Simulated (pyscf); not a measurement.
ethyl (•H₂C–CH₃) + hydrogen fluoride (HF) -> H₃C–CH₂–F + H atom (H•) (atom transfer; doublet surface; F–H broken, C–F formed). PySCF, gas phase, ωB97X-D3(BJ)/def2-SVP geometries. MP2 and CC: frozen core, UHF for open shells. ΔMP2 is the change of the MP2 total energy from the triple- to the quadruple-zeta basis. Energies in kJ/mol from the separated reactants.

| level | barrier | reaction energy |
|---|---|---|
| PBE/def2-TZVP | 163.1 | +83.5 |
| r²SCAN/def2-TZVP | 183.2 | +100.4 |
| M06-2X/def2-TZVP | [?] | +84.6 |
| ωB97M-D3(BJ)/def2-TZVP | 213.2 | +89.2 |
| MP2/def2-QZVPP | 239.7 | +89.5 |
| CCSD(T)/def2-TZVPP | 232.3 | +100.8 |
| CCSD(T)/def2-TZVPP + ΔMP2(QZVPP) | [?] | [?] |

Question: What belongs in the gaps?

Answer: 
- M06-2X/def2-TZVP, barrier: 216.4
- CCSD(T)/def2-TZVPP + ΔMP2(QZVPP), barrier: 230.0
- CCSD(T)/def2-TZVPP + ΔMP2(QZVPP), reaction energy: +102.7

This is the saddle that the search found; another between the same sides may lie lower. The angle at the transferred F is 180°. The CCSD(T) − MP2 part came from Ansatz, without density fitting, on the same reference.
